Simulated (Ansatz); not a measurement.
System: YF₃ (Pnma, No. 62). Method: r²SCAN in Ansatz (PAW).

Numerical settings: plane-wave cutoff 560 eV, 6×6×8 k mesh (along the axes of the cell as run), Fermi–Dirac smearing 0.01 eV, scalar-relativistic PAW data made under PBE.

Cell (measured lattice):

```xyz
16
Lattice="6.3537 0.0000 0.0000 0.0000 6.8545 0.0000 0.0000 0.0000 4.3953" Properties=species:S:1:pos:R:3 pbc="T T T"
Y      2.3337     1.7136     0.2598
Y      4.0200     5.1409     4.1355
Y      0.8431     5.1409     2.4574
Y      5.5106     1.7136     1.9379
F      3.3211     1.7136     2.5976
F      3.0326     5.1409     1.7977
F      6.2095     5.1409     0.4000
F      0.1442     1.7136     3.9953
F      1.0496     0.4407     1.6504
F      5.3041     6.4138     2.7449
F      2.1272     6.4138     3.8481
F      4.2265     0.4407     0.5472
F      4.2265     2.9865     0.5472
F      2.1272     3.8680     3.8481
F      5.3041     3.8680     2.7449
F      1.0496     2.9865     1.6504
```

**Question.** Give the computed band gap and Γ–Γ gap.

**Answer.** 
- band gap = 8.66 eV
- Γ–Γ gap = 8.78 eV

Note: cell and atoms aren't relaxed at this level (largest force component 0.10 eV/Å, pressure 0.4 GPa).

Spin–orbit coupling is not included.

Computed values are for the static lattice.

Ansatz is a quantum-chemistry and plane-wave program.
